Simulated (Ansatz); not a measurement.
Consider the atomization: `[SiH3][S]`• → 3 H• + S• + Si•.

Calculated with Ansatz (gas phase, PBE0-D4/def2-TZVP geometries, no zero-point term in ΔE). CCSD(T)/CBS is extrapolated from def2-TZVPP and def2-QZVPP, frozen cores. DFT in def2-TZVPP. Open shells (•) are unrestricted, without spin–orbit coupling. Spin–orbit coupling would lower the free atoms: a little for S, Si.

```
          level  ΔE (eV)
       BHLYP-D4    13.45
CCSD(T)/CBS(cc)    13.60
```

(1) What does CCSD(T)/CBS give? (An estimate is asked.)

Largest T1 diagnostic among the species: 0.014.

Results:

(1) The calculation gave: +13.58 eV. The listed levels differ from it by -0.13, 0.02 eV.

In def2-TZVPP, CCSD(T) changes the Hartree–Fock value by +2.86 eV (the triples alone add +0.12 eV) and MP2 by +2.70 eV; breaking electron pairs costs correlation energy, which Hartree–Fock lacks. At CCSD(T), def2-SVP lies −1.14 eV from the extrapolated value and def2-TZVPP −0.42 eV: correlation converges slowly with the basis, and small sets miss more of it in the bonded molecule than in its fragments.

CCSD(T)/CBS has its own doubt, a few kJ/mol and more with outer-core shells, so smaller differences from it don't rank the levels.
